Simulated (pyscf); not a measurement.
•H₂C–CH₂–Br -> H₃C–CH•–Br, a hydrogen shift (doublet surface; C–H broken, C–H formed). Optimised with ωB97X-D3(BJ)/def2-SVP in PySCF. Correlated levels are frozen-core, on RHF or UHF. ΔMP2 is the change of the MP2 total energy from the triple- to the quadruple-zeta basis. Energies in kcal/mol from the reactant's lowest minimum found.

Small-basis levels: PySCF, no dispersion term, spherical d functions. AM1 to PM7: differences of heats of formation from MOPAC. GFN2-xTB: tblite. Open shells are spin-unrestricted. 

| level | barrier | reaction energy |
|---|---|---|
| HF/6-31G*+LANL2DZ | 62.5 | +3.5 |
| MP2/6-31G*+LANL2DZ | 51.2 | +0.6 |
| PBE/6-31G*+LANL2DZ | 44.4 | +1.6 |
| B3LYP/STO-3G | 58.9 | -7.0 |
| B3LYP/3-21G | 51.4 | +0.9 |
| B3LYP/6-31G*+LANL2DZ | 49.0 | +2.1 |
| M06-2X/6-31G*+LANL2DZ | 49.4 | +2.5 |
| B3LYP/6-311+G**+LANL2DZ | [?] | +1.7 |
| PBE/def2-SVP | 39.1 | -2.9 |
| B3LYP/def2-SVP | 43.8 | -2.0 |
| GFN2-xTB | [?] | -4.9 |
| PM3 | 42.5 | +1.0 |
| CCSD(T)/def2-TZVPP + ΔMP2(QZVPP) | [?] | -1.4 |

Complete the blanks.


- B3LYP/6-311+G**+LANL2DZ, barrier: 46.5
- GFN2-xTB, barrier: 43.7
- CCSD(T)/def2-TZVPP + ΔMP2(QZVPP), barrier: 45.0

Against the last row the barrier runs from -6.0 (PBE/def2-SVP) to +17.5 kcal/mol (HF/6-31G*+LANL2DZ). CCSD(T)/def2-TZVPP + ΔMP2(QZVPP) has limits of its own. The same reactants have a lower exit, to H₂C=CH₂ + Br• (no saddle counted: cutting one bond, which may have a small barrier of its own, costs +8.2 kcal/mol at ωB97M-D3(BJ), against +44.1 kcal/mol here). This is the saddle that the search found; another between the same sides may lie lower. The CCSD(T) − MP2 part came from Ansatz, without density fitting, on the same reference. The frozen core leaves the outer d or s,p core shells of the metals and heavy elements correlated in the MP2 and CC values, and def2-TZVPP describes them poorly, which can shift differences by a few kcal/mol. In the def2 sets elements up to Kr have no core potential.
